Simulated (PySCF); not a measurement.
## Ionisation of methoxyacetonitrile

Parent: methoxyacetonitrile, `COCC#N` (C3H5NO). Coordinates in Å; atoms count from 1 in this order:
```
C    -1.3408    0.1878    0.1812
O    -0.4858   -0.2749   -0.8294
C     0.7920   -0.5888   -0.3944
C     1.5615    0.5891    0.0511
N     2.1319    1.5296    0.4096
H    -2.3198    0.3701   -0.2800
H    -0.9774    1.1310    0.6288
H    -1.4596   -0.5610    0.9876
H     1.3281   -1.0520   -1.2365
H     0.7854   -1.3200    0.4397
```

Level of theory: ωB97X-D3(BJ)/ma-def2-TZVP single points in PySCF, grid level 2; every species was optimised with PBE0-D3(BJ)/def2-SVP. Thermal corrections: PBE0-D3(BJ)/def2-SVP frequencies, unscaled, ideal gas at 298.15 K and 1 bar, quasi-RRHO entropy.

Frontier levels of the parent: HOMO -11.09 eV, LUMO 0.92 eV.

Oxidation to the radical cation:
| Quantity | Value |
| --- | --- |
| Vertical ionisation energy (electronic) | 11.06 eV |
| Adiabatic ionisation energy (with zero-point energy) | 10.68 eV |
| Adiabatic, electronic part | 10.80 eV |
| Vertical gap at the product's structure | 10.43 eV |
| Inner reorganisation energy (four-point) | 627 meV |
| Relaxation of product / of parent | 254 / 374 meV |
| ⟨S²⟩ of the product | 0.755 |
| Largest spin populations | O2 0.70 |
| Largest changes of atomic charge | O2 0.41, N5 0.16, H (on C1) 0.12, H (on C3) 0.10 |
| Distances that move most (Å) | C3–C4 1.476 → 1.444; C3–H 1.101 → 1.119; C1–H 1.097 → 1.113; C1–O2 1.402 → 1.390 |
| Potential in acetonitrile | 7.78 V absolute, 3.23 V against Fc+/Fc computed at 4.54 V (solvation -30 → -307 kJ/mol) |

Solvents are IEF-PCM continua (electrostatics only, gas-phase structures); absolute potentials refer to an electron at rest in vacuum. Fc+/Fc in acetonitrile, 4.54 V, is ωB97X-D3(BJ)/ma-def2-TZVP on PBE0-D3(BJ)/def2-SVP structures with GFN2-xTB thermal terms. Benchmark calculations put it near 5.0 V in acetonitrile and DMSO, so it is about 0.5 V low, and the value against it can read up to that much too high.

Measured values (NIST Chemistry WebBook, evaluated or the median of agreeing entries): adiabatic ionisation energy 10.75 eV (computed 10.68, difference -0.07).

Differences come from unrounded values, so a last digit can differ from that of the printed terms.
